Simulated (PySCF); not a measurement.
Planning an excited-state job on `[H]/N=C/C` (E-ethanimine).

Method: TDDFT CAM-B3LYP/def2-SVPD, vertical, IEF-PCM chloroform (non-equilibrium linear response), core orbitals frozen in the response (PySCF 2.14.0, density-fitted response routines). Geometry: PBE0-D3(BJ)/def2-SVP. Work: 6 singlets by full TDDFT, polarisability, density fitting. A driver script takes a list of jobs; this job's settings line and coordinates (Å) are shown.

Command:
```bash
OMP_NUM_THREADS=1 python probes_run.py task.json out
```

Input:
```
{"job": {"kind": "uv", "xc": "CAM-B3LYP", "basis": "def2-SVPD", "solvent": "chloroform", "nstates": 6, "ntriplets": 0}, "charge": 0, "multiplicity": 1}
H      2.457912     0.008799    -0.070623
N      1.536288    -0.373679    -0.302848
C      0.622429     0.394429     0.124389
C     -0.824417     0.089733    -0.073464
H      0.836617     1.337777     0.668870
H     -1.311186     0.891147    -0.653574
H     -0.938168    -0.865621    -0.603162
H     -1.346184     0.038933     0.896238
```

Hardware: an Intel Xeon Platinum 8488C with one thread, no GPU, shared host with 192 logical CPUs at a one-minute load of 37. PySCF's memory limit was set to 3200 MB.

Task: How large is the basis?

Result: 100 functions for 24 electrons, with 344 fitting functions; the fitted three-index integrals, 344 × 100 × 101/2 numbers of 8 bytes, come to 13 MiB.

Task: Estimate the wall time.

Result: About 4.3 s. The SCF took 12 cycles.

Task: Estimate the peak memory.

Result: About 0.46 GiB. Peak memory is the resident size of the whole Python process, interpreter and libraries included.

The SCF part of the output:
```
coarse grid: 6336 points
cycle   1  E = -133.7394747032  dE =  1.756e-01  |g| = 3.593e-01  |ddm| = 3.539e+00
cycle   2  E = -133.7263838440  dE =  1.309e-02  |g| = 4.668e-01  |ddm| = 1.794e+00
cycle   3  E = -133.7720793745  dE = -4.570e-02  |g| = 3.850e-02  |ddm| = 9.911e-01
cycle   4  E = -133.7724067757  dE = -3.274e-04  |g| = 2.042e-02  |ddm| = 8.566e-02
cycle   5  E = -133.7725114330  dE = -1.047e-04  |g| = 2.948e-03  |ddm| = 3.059e-02
cycle   6  E = -133.7725143753  dE = -2.942e-06  |g| = 7.604e-04  |ddm| = 8.082e-03
final grid: 60272 points
cycle   7  E = -133.7947721031  dE = -1.378e-05  |g| = 2.319e-03  |ddm| = 3.478e-02
cycle   8  E = -133.7947724927  dE = -3.896e-07  |g| = 2.056e-03  |ddm| = 9.347e-03
cycle   9  E = -133.7947734731  dE = -9.805e-07  |g| = 2.612e-04  |ddm| = 4.091e-03
cycle  10  E = -133.7947734843  dE = -1.112e-08  |g| = 1.498e-04  |ddm| = 7.711e-04
cycle  11  E = -133.7947734893  dE = -5.079e-09  |g| = 9.477e-06  |ddm| = 1.879e-04
cycle  12  E = -133.7947734894  dE = -3.607e-11  |g| = 2.991e-06  |ddm| = 7.237e-05
converged SCF energy = -133.7947734894
```

On the final grid dE counts from the start density on that grid.

Times come from a shared host and carry two figures at best.
